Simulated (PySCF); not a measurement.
Job for PySCF: D3(BJ) and D4 dispersion corrections on FCH3Fts, charge -1. Charge -1.

```python
from pyscf import gto
from pyscf.dispersion import dftd3, dftd4

mol = gto.M(
    atom='''
    F     0.00309800   -0.01889200   -0.01545600
    C    -0.00014900   -0.00014000    1.80785700
    H     1.06944900    0.00170800    1.80976100
    H    -0.53660700    0.92513300    1.79693500
    H    -0.53260100   -0.92778300    1.81705800
    F    -0.00319100    0.01997400    3.63184500
    ''',
    basis='def2-svp',
    charge=-1, spin=0, verbose=0, max_memory=1800)
d3, d4 = {}, {}
for xc in ['hf', 'pbe', 'blyp', 'revpbe', 'tpss', 'r2scan', 'b3lyp', 'pbe0', 'bhlyp', 'camb3lyp', 'b2plyp']:
    d3[xc] = float(dftd3.DFTD3Dispersion(mol, xc=xc, version='d3bj', atm=False).get_dispersion()['energy'])
    print(f'D3(BJ) {xc:10s} {d3[xc]:14.8f} Eh')
for xc in ['hf', 'pbe', 'blyp', 'revpbe', 'tpss', 'r2scan', 'b3lyp', 'pbe0', 'bhlyp', 'camb3lyp', 'b2plyp']:
    d4[xc] = float(dftd4.DFTD4Dispersion(mol, xc={'camb3lyp': 'cam-b3lyp'}.get(xc, xc), atm=True).get_dispersion()['energy'])
    print(f'D4     {xc:10s} {d4[xc]:14.8f} Eh')
```

Output:

```
D3(BJ) hf            -0.01928112 Eh
D3(BJ) pbe           -0.00194510 Eh
D3(BJ) blyp          -0.00396227 Eh
D3(BJ) revpbe        -0.00548729 Eh
D3(BJ) tpss          -0.00232801 Eh
D3(BJ) r2scan        -0.00048557 Eh
D3(BJ) b3lyp         -0.00317979 Eh
D3(BJ) pbe0          -0.00155148 Eh
D3(BJ) bhlyp         -0.00232256 Eh
D3(BJ) camb3lyp      -0.00124683 Eh
D3(BJ) b2plyp        -0.00134496 Eh
D4     hf            -0.00904481 Eh
D4     pbe           -0.00204093 Eh
D4     blyp          -0.00476926 Eh
D4     revpbe        -0.00853815 Eh
D4     tpss          -0.00277340 Eh
D4     r2scan        -0.00050856 Eh
D4     b3lyp         -0.00323473 Eh
D4     pbe0          -0.00166692 Eh
D4     bhlyp         -0.00203046 Eh
D4     camb3lyp      -0.00162088 Eh
D4     b2plyp        -0.00140943 Eh
```

The run finished.

Cost: about 0.05 core-seconds (a rough figure).
